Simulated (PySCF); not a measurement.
Gas-phase reaction: 4 PH₃ + Si₂H₆ + 2 SiH = 4 H₃SiPH₂

Energies from PySCF, thermal terms from the rigid-rotor harmonic-oscillator model, ideal gas at 1 bar. † marks an energy on the PBE0/def2-TZVP geometry and frequencies. MP2 and CCSD(T) freeze the core. Open shells (unrestricted): SiH (multiplicity 2, electronic degeneracy 4); the rest are closed-shell singlets. Spin-orbit splitting is ignored; it lowers the true energy and changes the entropy of SiH. MP2 isn't extrapolated to the basis-set limit; its ΔH°(298 K) is -686.1 kJ in def2-SVP and -740.9 kJ in def2-TZVPP. CCSD(T) isn't extrapolated to the basis-set limit; its ΔH°(298 K) is -636.6 kJ in def2-SVP and -687.1 kJ in def2-TZVPP. The harmonic model lacks anharmonicity and excited electronic states, which grow with temperature; levels with a mode under 35 cm⁻¹ are left out. Internal rotation in Si₂H₆, H₃SiPH₂ is treated as a harmonic vibration of one conformer, which makes the entropy rough. Warning, large T1 diagnostic: SiH (CCSD(T)/def2-TZVPP†).

ΔH° and ΔS° at 298 K: BLYP/def2-TZVP† -632 kJ, -393 J/K; CCSD(T)/def2-TZVPP† -687 kJ, -393 J/K; HF/def2-TZVP† -569 kJ, -393 J/K; MP2/def2-SVP† -686 kJ, -393 J/K.

**Question.** With the heat capacities included, give log10 K (1 bar) at 600, 800, 1200, 2000, 2500 K from BLYP/def2-TZVP†, CCSD(T)/def2-TZVPP†, HF/def2-TZVP†, MP2/def2-SVP†.

**Answer.** 
```
T (K)  BLYP/def2-TZVP†  CCSD(T)/def2-TZVPP†  HF/def2-TZVP†  MP2/def2-SVP†
-----  ---------------  -------------------  -------------  -------------
600               34.6                 39.4           29.2           39.4
800               21.1                 24.7           17.0           24.6
1200               7.8                 10.2            5.0           10.1
2000              -2.5                 -1.1           -4.1           -1.1
2500              -5.4                 -4.3           -6.7           -4.3
```
